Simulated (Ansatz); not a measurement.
# MgNH (singlet): PBE0, B3LYP over a scan of the distance N1–Mg2, 6-31G

How well do these functionals follow the top wave-function level for MgNH (singlet) over a scan of the distance N1–Mg2?

The runs use Ansatz 0.2.0, Gaussian basis; 6-31G, all electrons in the functionals.

To be run: PBE0, B3LYP, at 1.478 Å; 1.678 Å; 1.854 Å; 2.043 Å; 2.299 Å; 2.619 Å; 2.946 Å; 3.506 Å; 4.081 Å; 4.928 Å; 6.361 Å.

41 further runs of the same task are left out: 14 for a known fault of the program, 22 that didn't finish, 5 set aside as unsound or not needed.

**1. What is computed**

The geometry derives from a PBE0/def2-TZVP stationary point (not a proven minimum). One bond is set to the value named and the two fragments are kept rigid.

3 atoms, charge 0, spin multiplicity 1.

Atoms are counted from 1 here; the program's logs count them from 0.

Bond lengths: N1–Mg2 1.854 Å, N1–H3 1.028 Å. Angles: Mg2–N1–H3 110.2°.

No dispersion term is added. B3LYP takes the VWN-RPA correlation.

The geometry shown and the zero of energy belong to the point 1.854 Å. The yardstick, FCI, and other wave-function levels (R restricted, U unrestricted, valence and pair active spaces) come from earlier runs.

**2. PBE0, 1.478 Å**

Contents of in.yaml:

```yaml
crystal:
  periodic: [false, false, false]
  atoms:
    - {symbol: N, position_ang: [0.000000, -0.100371, 0.899255]}
    - {symbol: Mg, position_ang: [0.000000, 0.023385, -0.573555]}
    - {symbol: H, position_ang: [0.000000, 0.830891, 1.334069]}
basis:
  gaussian: {orbitals: 6-31G}
magnetization: {spin_polarized: true, initial_magnetization: 0}
hamiltonian: {xc: {name: PBE0}}
output: {orbitals: {seedname: orbitals}}
```

Run with:

```console
$ ansatz run in.yaml --threads 1 --pin off --events-out ev --progress --plain --max-ram 2393MiB
```

The runs that follow: PBE0, 1.678 Å; PBE0, 1.854 Å; PBE0, 2.043 Å; PBE0, 2.299 Å; PBE0, 2.619 Å; PBE0, 2.946 Å; PBE0, 3.506 Å; PBE0, 4.081 Å; PBE0, 4.928 Å; PBE0, 6.361 Å; B3LYP, 1.478 Å; B3LYP, 1.678 Å; B3LYP, 1.854 Å; B3LYP, 2.043 Å; B3LYP, 2.299 Å; B3LYP, 2.619 Å; B3LYP, 2.946 Å; B3LYP, 3.506 Å; B3LYP, 4.081 Å; B3LYP, 4.928 Å; B3LYP, 6.361 Å.

Q: Predict the results of all the runs planned. Wanted: span of the FCI curve; largest miss, PBE0; largest miss, B3LYP.

The runs gave:

| quantity | value |
| --- | --- |
| span of the FCI curve | 3.007 eV |
| largest miss, PBE0 | -0.230 eV (1.478 Å) |
| largest miss, B3LYP | -0.250 eV (1.478 Å) |

In words: Of the functionals, PBE0 keep the smallest largest miss at the points compared (at most 0.230 eV) and B3LYP strays most (0.250 eV, at 1.478 Å). PBE0, B3LYP clearly break the spin symmetry at some points (⟨S²⟩ up to 1.04 above the pure value), so energy there is bought with a mixed spin. Functionals and the yardstick converge differently with the basis, so part of each miss in 6-31G is the basis.
